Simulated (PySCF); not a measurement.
**How exact exchange moves a shielding**

Molecule: dimethyl carbonate (COC(=O)OC, C3H6O3).

Atoms are numbered as in `[CH3:1][O:2][C:3](=[O:4])[O:5][CH3:6]`. Hydrogens are named by the atom that carries them.

GIAO shieldings (ppm, equivalent atoms averaged) in PySCF 2.14 on the PBE0-D3(BJ)/def2-SVP geometry, basis pcSseg-2, gas phase, non-relativistic:

```csv
functional,exact exchange (%),σ(C1/C6),σ(O2/O5)
BLYP,0,117.8,175.3
BP86,0,122.3,180.2
PBE,0,122.6,179.8
B3LYP,20,123.0,185.3
PBE0,25,128.5,191.6
BHandHLYP,50,129.7,199.3
HF,100,139.9,221.6
```

Question: Fit each shielding as a line in the percentage of exact exchange.

Answer: σ(C1/C6) = 121.0 + 0.19 x (rms 1.9 ppm); σ(O2/O5) = 178.4 + 0.43 x (rms 1.9 ppm). The functionals also differ in their semilocal parts, which the line can't hold; Hartree–Fock has no correlation at all.

Question: What does the line predict for mPW1PW91 (25 %), and what does the run give?

Answer: σ(C1/C6): 125.8 predicted, 127.8 computed; σ(O2/O5): 189.2 predicted, 190.7 computed ppm.
